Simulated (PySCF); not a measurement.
C₂H₃, SMILES [CH]=C, multiplicity 2.

Geometry optimised at PBE0-D3(BJ)/def2-TZVP. The isomer is the one that the SMILES or the coordinates give; other isomers of the formula were not compared.

Two levels are set side by side: PBE/def2-TZVPD (PySCF) and PBE0/def2-TZVPD (PySCF). Same geometry, gas phase. Differences are taken from unrounded values.

```json
[
 {"quantity": "α-spin orbital gap (eV)", "PBE0": "6.94", "PBE": "4.39", "PBE minus PBE0": "-2.55"},
 {"quantity": "β-spin orbital gap (eV)", "PBE0": "6.24", "PBE": "3.80", "PBE minus PBE0": "-2.44"},
 {"quantity": "dipole moment (D)", "PBE0": "0.68", "PBE": "0.71", "PBE minus PBE0": "0.03"},
 {"quantity": "mean polarisability (bohr³)", "PBE0": "26.4", "PBE": "27.3", "PBE minus PBE0": "0.9"}
]
```

Loosely held outer electrons make PBE densities more polarisable. Differences between two approximate levels are no errors against the true value.

Rough cost on one machine, each run with all the roots and properties that it gave: PBE0 against PBE within a factor of 2.
